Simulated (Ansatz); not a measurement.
**BFH₃N: a relaxed scan of the bond length B2–F3**

The task here is to estimate one member of a computed series from the others.

Method: single points in def2-TZVPP; program: Ansatz 0.2.0, Gaussian basis.

Levels: PBE-D4, r2SCAN-D4, PBE0-D4, B3LYP-D4, wB97M-V, Hartree-Fock, MP2, CCSD, CCSD(T). The scan takes 1.097, 1.153, 1.236, 1.332, 1.439, 1.554, 1.677, 1.805, 1.939 Å.

Cores are frozen in the correlated methods. B3LYP uses VWN-RPA correlation.

35 further runs of the same task are left out: 35 set aside as unsound or not needed.

## The system as given

The minimum, relaxed at PBE0-D4: 6 atoms, charge 0, spin multiplicity 1.

Atoms are counted from 1 here; the program's logs count them from 0.

Bond lengths: N1–B2 1.389 Å, N1–H4 1.004 Å, N1–H5 1.006 Å, B2–F3 1.338 Å, B2–H6 1.196 Å. Angles: B2–N1–H4 122.4°, B2–N1–H5 122.9°, H4–N1–H5 114.6°, N1–B2–F3 119.2°, N1–B2–H6 121.8°, F3–B2–H6 119.0°.

Coordinates:

```xyz
6

N    -0.4264    0.1011   -0.5821
B     0.4157   -0.1517    0.4938
F     0.4467    0.7104    1.5159
H    -0.4878   -0.5133   -1.3734
H    -1.0220    0.9107   -0.6322
H     1.1157   -1.1212    0.5318
```

Energies of the minimum (eV), from earlier single points: PBE-D4 -4931.36212, r2SCAN-D4 -4934.51982, PBE0-D4 -4931.65309, B3LYP-D4 -4937.36045, wB97M-V -4935.32250, CCSD(T) -4928.16746.

At the minimum the bond length B2–F3 is 1.338 Å.

The first run:

relax/in.yaml reads:

```yaml
crystal:
  periodic: [false, false, false]
  atoms:
    - {symbol: N, position_ang: [-0.426397, 0.101058, -0.582094]}
    - {symbol: B, position_ang: [0.415738, -0.151693, 0.493775]}
    - {symbol: F, position_ang: [0.441140, 0.555400, 1.332096]}
    - {symbol: H, position_ang: [-0.487796, -0.513325, -1.373424]}
    - {symbol: H, position_ang: [-1.022001, 0.910675, -0.632165]}
    - {symbol: H, position_ang: [1.115748, -1.121159, 0.531792]}
basis:
  gaussian: {orbitals: def2-TZVP}
hamiltonian: {xc: pbe0, dispersion: d4}
relax: {f_tol: 0.005, max_steps: 200, constraints: [{distance: [1, 2]}]}
```

No record of the launch command was kept for these runs.

Among the steps run: B2–F3 = 1.097 Å; B2–F3 = 1.153 Å; B2–F3 = 1.236 Å; B2–F3 = 1.332 Å; B2–F3 = 1.439 Å; B2–F3 = 1.554 Å; B2–F3 = 1.677 Å; B2–F3 = 1.805 Å; B2–F3 = 1.939 Å.

One of the session's tables, all rows but one given; the rest of the session is left out.

Energies less that of the minimum at the same level (eV):

| bond length (Å) | PBE-D4 | PBE0-D4 | B3LYP-D4 | wB97M-V | Hartree-Fock |
| --- | --- | --- | --- | --- | --- |
| 1.097 | 2.086 | 1.962 | 2.003 | 2.020 | 1.849 |
| 1.153 | ? | ? | ? | ? | ? |
| 1.236 | 0.305 | 0.252 | 0.272 | 0.276 | 0.198 |
| 1.332 | 0.003 | 0.001 | 0.002 | 0.002 | -0.003 |
| 1.338 (minimum) | 0.000 | 0.000 | 0.000 | 0.000 | 0.000 |
| 1.439 | 0.114 | 0.166 | 0.144 | 0.144 | 0.224 |
| 1.554 | 0.497 | 0.606 | 0.558 | 0.566 | 0.732 |
| 1.677 | 1.036 | 1.201 | 1.126 | 1.148 | 1.395 |
| 1.805 | 1.631 | 1.850 | 1.746 | 1.791 | 2.107 |
| 1.939 | 2.236 | 2.504 | 2.373 | 2.444 | 2.812 |

Estimate the missing values for bond length (Å) = 1.153.

Worked estimate for «PBE-D4». A straight line through the neighbours (1.097, 2.086) and (1.236, 0.305) gives 2.086 + (0.305 − 2.086) × (1.153 − 1.097) / (1.236 − 1.097) = 1.368; a parabola fitted to 3 rows on both sides gives 1.177.

As computed: PBE-D4: 1.104; PBE0-D4: 1.008; B3LYP-D4: 1.041; wB97M-V: 1.052; Hartree-Fock: 0.916. In «PBE-D4» the line misses by +0.264 and the parabola by +0.073.
